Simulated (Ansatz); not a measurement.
System: rutile CrO₂. Method: PBE-D3(BJ) (plane waves, PAW; Ansatz, an electronic-structure program).

Settings: plane-wave cutoff 520 eV, 12×12×18 k mesh (along the axes of the cell as run), Fermi–Dirac smearing 0.05 eV, spin-polarised with parallel moments, scalar-relativistic PAW data made under PBE.

Shape and atoms are relaxed at each volume.

Pressure at four volumes; x = ln(V/9.484 Å³). One pressure is withheld.

| V (Å³/atom) | x | P (GPa) |
|---|---|---|
| 9.104 | -0.0409 | 10.86 |
| 9.484 | 0.0000 | 0.00 |
| 9.673 | 0.0197 | -4.53 |
| 9.863 | 0.0392 | ? |

Task: Pass a parabola P(x) through the three rows shown, estimate the bulk modulus and its pressure derivative near zero pressure, and predict the withheld pressure.

Result: Slopes between the rows: (0.00 − (10.86))/(0.0000 − (-0.0409)) = -265.53 and (-4.53 − (0.00))/(0.0197 − (0.0000)) = -229.95 GPa. Their difference over the span 0.0606 is c = 35.58/0.0606 = 587.1 GPa, so P(x) = 10.86 + (-265.53)(x − (-0.0409)) + 587.1 (x − (-0.0409))(x − (0.0000)). At the middle row B = −dP/dx = −[-265.53 + 587.1 × 0.0409] = 241.5 GPa, and B′ = dB/dP = 2c/B = 4.9. At x = 0.0392 the parabola gives -8.57 GPa; the run gives -8.54 GPa. The Birch–Murnaghan fit to the energies at all volumes has B0 = 240 GPa and B′ = 5.0.

Measured, for comparison: bulk modulus 242 ± 2 GPa (temperature not stated, not corrected to a static lattice, equation of state from high-pressure X-ray diffraction; as tabulated in Datta et al. (2023), arXiv:2307.04584). Computed (rounded) less measured: bulk modulus -0.8 % (inside the measured uncertainty).

Note: the bulk modulus comes from volumes at which shape and atoms were relaxed.
